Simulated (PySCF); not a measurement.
Gas-phase reaction: 2 SiHCl3 + 2 HCl ⇌ 2 SiH2Cl + 3 Cl2

Energies from PySCF (xtb for GFN2), thermal terms from the rigid-rotor harmonic-oscillator model, ideal gas at 1 bar. † marks an energy on the PBE0/def2-TZVP geometry and frequencies; other levels use their own. Open shells (unrestricted): SiH2Cl (multiplicity 2); the rest are closed-shell singlets. GFN2 has no spin-polarisation term. SiH2Cl: computed as isolated molecules; such fragments, hydroxides, amides, oligomers or adducts are transient or little studied in the gas.

r2SCAN/def2-TZVP† gives ΔH°(298 K) = 1198 kJ.

**Question.** What do PBE0/def2-TZVP, PBE/def2-TZVP†, GFN2-xTB give?

**Answer.** PBE0/def2-TZVP: 1176 kJ; PBE/def2-TZVP†: 1128 kJ; GFN2-xTB: 897 kJ. For scale, ΔH°(298 K) is 1198 kJ at this level, 1225 kJ at ωB97M-V/def2-TZVP†, and runs from 897 to 1289 kJ over the 20 levels computed.
